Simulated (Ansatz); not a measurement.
The same path of C2H5Si (8 atoms, charge 0, multiplicity 2) was run 3 times with different band settings. The coordinate that changes most is the height of Si3 over the plane of its neighbours.

Method: UKS PBE-D4/6-31G* (Ansatz).

Relaxed end points:

```xyz
8
Properties=species:S:1:pos:R:3
C -0.413 0.944 -0.890
C -0.358 0.349 0.327
Si 0.896 -0.921 0.818
H 0.269 0.668 -1.703
H -1.147 1.725 -1.123
H -1.064 0.688 1.099
H 1.544 -1.573 -0.372
H 0.366 -1.938 1.788
```

```xyz
8
Properties=species:S:1:pos:R:3
C -0.221 1.094 -0.778
C -0.463 0.268 0.270
Si 0.234 -1.438 0.436
H 0.464 0.816 -1.589
H -0.690 2.081 -0.863
H -1.173 0.607 1.039
H 1.445 -1.645 -0.431
H 0.496 -1.840 1.860
```

Common settings: optimiser quadratic models (default); start path IDPP; force threshold 0.05 eV/Å; iteration limit 60; end points relaxed.

| run | movable images | climbing image | spring |
| --- | --- | --- | --- |
| 1 | 7 | yes | 5.0 eV/Å² |
| 2 | 4 | no | 5.0 eV/Å² |
| 3 | 7 | yes | 0.1 eV/Å² |

(1) What does each run give, and how far can it be trusted?

Answers

(1) Run 1: converged after 6 iterations, highest image 0.129 eV above the first end. A vibrational analysis at the climbing image gives one clearly imaginary mode, 475i cm⁻¹: a first-order saddle point.
Run 2: converged after 6 iterations, highest image 0.105 eV above the first end. No image climbed, so the highest image needn't sit at the top of the path.
Run 3: converged after 6 iterations, highest image 0.129 eV above the first end. Another band between the same ends (7 images) ends at a top of the same energy, where a vibrational analysis finds 1 clearly imaginary mode.
